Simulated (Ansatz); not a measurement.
## Wavefunction methods compared: C₂H, doublet

Calculated in Ansatz's Gaussian-basis code; BCCD by scripts on PySCF. Nonrelativistic, STO-3G, 2 core orbitals frozen. Perturbation and coupled-cluster methods stand on the Hartree–Fock determinant that coupled cluster favours; RHF here means ROHF, with semicanonical perturbation theory. The state met can differ between shapes. A minimal or small basis: far from the basis limit. The unrestricted determinant is a mixture of spins, so it may stand for another state.

Shape A. A bond is stretched, to 2.20 times the sum of the covalent radii.

```xyz
3

C     0.0000    0.0000    0.0000
H     0.0000    0.0000   -2.3558
C     0.0000    0.0000    1.2170
```

Shape B. A bond is stretched, to 1.38 times the sum of the covalent radii.

```xyz
3

C     0.0000    0.0000    0.0000
H     0.0000    0.0000   -1.0470
C     0.0000    0.0000    2.0932
```

Shape C. A bond is stretched, to 1.32 times the sum of the covalent radii.

```xyz
3

C     0.0000    0.0000    0.0000
H     0.0000    0.0000   -1.0470
C     0.0000    0.0000    2.0080
```

Correlation energy of CCSD(T), then each method's total less that of CCSD(T), in eV:

```json
{"case": "A RHF", "E corr CCSD(T)": "-7.176", "CCSD": "+0.341", "BCCD": "+0.306", "BCCD(T)": "-0.007", "determinant": "–"}
{"case": "A UHF", "E corr CCSD(T)": "-3.252", "CCSD": "+0.034", "BCCD": "+0.079", "BCCD(T)": "-0.103", "determinant": "⟨S²⟩ = 2.387"}
{"case": "B UHF", "E corr CCSD(T)": "-1.946", "CCSD": "+0.031", "BCCD": "+0.086", "BCCD(T)": "+0.004", "determinant": "⟨S²⟩ = 2.324"}
{"case": "C UHF", "E corr CCSD(T)": "-2.143", "CCSD": "+0.037", "BCCD": "+0.107", "BCCD(T)": "0.000", "determinant": "⟨S²⟩ = 2.201"}
```

Problem. How far does full CI lie from CCSD(T) in each case, and where is CCSD(T) within 1 kcal/mol (0.043 eV)?

Solution. A RHF: -0.059 eV (outside); A UHF: -0.256 eV (outside, spin-contaminated determinant); B UHF: -0.125 eV (outside, spin-contaminated determinant); C UHF: -0.143 eV (outside, spin-contaminated determinant).

Problem. Which method comes nearest to full CI in total energy for B UHF?

Solution. CCSD(T), 0.125 eV away; next BCCD(T) (0.129 eV), last BCCD (0.211 eV).
